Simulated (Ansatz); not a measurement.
Ansatz (a program for electronic structure) input:

Ansatz 0.2 input:
```yaml
crystal:
  periodic: [false, false, false]
  atoms:
    - {symbol: C, position_ang: [-0.00000000, -0.00000000, 0.00000000]}
    - {symbol: C, position_ang: [-0.00517784, -0.00003491, 1.30012584]}
    - {symbol: C, position_ang: [0.00517784, 0.00003491, -1.30012584]}
    - {symbol: H, position_ang: [-0.01084802, 0.92621741, 1.86315371]}
    - {symbol: H, position_ang: [-0.00399217, -0.92631746, 1.86313127]}
    - {symbol: H, position_ang: [0.93368018, 0.00347788, -1.85945350]}
    - {symbol: H, position_ang: [-0.91884000, -0.00337783, -1.86683148]}
basis:
  gaussian:
    orbitals: STO-3G
magnetization: {spin_polarized: false}
correlation: {method: ccsd_t, electrons: outside_noble_gas}
```

**Question.** What final total energy does it print?

**Answer.** -114.65599 Eh (CCSD(T)/STO-3G). The basis has 19 functions.
